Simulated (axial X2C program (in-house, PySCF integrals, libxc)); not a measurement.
**Nuclear properties of AlCO**

Calculated with an axial X2C code built on PySCF integrals: two-component X2C with atomic mean-field Coulomb and Gaunt terms, Gaussian nuclei, basis Al dyall-v3z, C dyall-v3z, O dyall-av3z with contracted cores.

Al–C–O held linear, with bonds 2.093 and 1.150 Å (near the PBE0 minimum at charge 0 of the determinant lowest at the starting distance; the state shown can have its own minimum elsewhere, held linear; other orders of the atoms were not compared).

Input and command:
```json
{"zs": [13, 6, 8], "q": 0, "bas": ["dyall-v3z", "dyall-v3z", "dyall-av3z"], "r0": [1.96, 1.15], "symm": 0, "scan": ["PBE0", "HF", "B3LYP"], "levels": ["PBE0", "HF", "BHandHLYP"], "nst": 2}
```
```bash
python solin.py task.json out
```

Keys: zs atomic numbers; q charge; bas basis sets; r0 starting distance in Å; symm equal bonds; scan levels of the two-bond scan; levels methods; nst determinants followed.

Determinant lowest in the PBE0 search, Ω = 1/2 (⟨Sz⟩ = -0.50, ⟨Lz⟩ = 1.00 at PBE0), spin on the atoms Al -0.25, C -0.19, O -0.06:

| level | Eeff magnitude (GV/cm) | Ws magnitude Al (kHz) | A∥/gI Al (MHz) | qzz Al (a.u.) | A∥/gI C (MHz) | qzz C (a.u.) | A∥/gI O (MHz) | qzz O (a.u.) | μ (D) |
| --- | --- | --- | --- | --- | --- | --- | --- | --- | --- |
| PBE0 | 0.0114 | 0.00895 | 155 | -0.48 | 102 | -0.70 | 228 | -0.33 | -0.36 |
| HF | 0.0192 | 0.0152 | 93.3 | -0.50 | 87.2 | -0.88 | 191 | -0.31 | -0.68 |
| BHandHLYP | 0.00777 | 0.00641 | 131 | -0.50 | 97.2 | -0.76 | 226 | -0.33 | -0.81 |

Determinant 0.01 eV from it at PBE0 and this distance, Ω = 3/2 (⟨Sz⟩ = 0.50, ⟨Lz⟩ = 1.00 at PBE0), spin on the atoms Al 0.25, C 0.19, O 0.06:

```tsv
level	Eeff magnitude (GV/cm)	Ws magnitude Al (kHz)	A∥/gI Al (MHz)	qzz Al (a.u.)	A∥/gI C (MHz)	qzz C (a.u.)	A∥/gI O (MHz)	qzz O (a.u.)	μ (D)
PBE0	0.0115	0.00306	36.2	-0.48	23.1	-0.70	62.2	-0.33	-0.36
HF	0.0836	0.0217	45.6	-0.48	19.1	-0.88	75	-0.31	-0.69
BHandHLYP	0.00798	0.00224	40.6	-0.50	27	-0.76	68.4	-0.33	-0.81
```

Eeff is the effective electric field on the electron electric dipole moment in this Ω state and Ws the scalar–pseudoscalar constant of the nucleus named (defined with the proton number Z and per Ω); A∥ (defined per Ω) follows by multiplying with gI = μI/(I μN); qzz is the electric field gradient, eQq0 = 234.96 MHz × Q/barn × qzz; μ is positive if the O end (last atom) is positive. The operators were transformed with the bare-nucleus X2C matrices; with these basis sets, hyperfine constants and field gradients can be off by tens of per cent, and where levels differ in sign neither size nor sign is settled.

(1) With gI(27Al) = 1.4566, Q(27Al) = 0.1466 barn, gI(13C) = 1.4048, gI(17O) = -0.7575, Q(17O) = -0.02558 barn (g factors from the IAEA table of nuclear moments by Stone; Q from Pyykkö, Mol. Phys. 2018), turn the PBE0 values of the first state into constants in MHz.

The molecule was held linear; bending was not examined, so a bent shape may lie lower.

Each state is one determinant with collinear spin. Unrestricted Hartree–Fock can overshoot spin polarisation at the nuclei. Where Eeff spreads by more than a factor of two the levels disagree and none is to be relied on. The search compared states at one distance, so a state with another bond length can lie lower. PBE0 term energies can be off by some tenths of an eV.

## Answers

(1) A∥(27Al) = 155 × 1.4566 = 226 MHz; eQq0(27Al) = 234.96 × (0.1466) × (-0.48) = -16.5 MHz; A∥(13C) = 102 × 1.4048 = 143 MHz; A∥(17O) = 228 × -0.7575 = -173 MHz; eQq0(17O) = 234.96 × (-0.02558) × (-0.33) = 1.98 MHz.
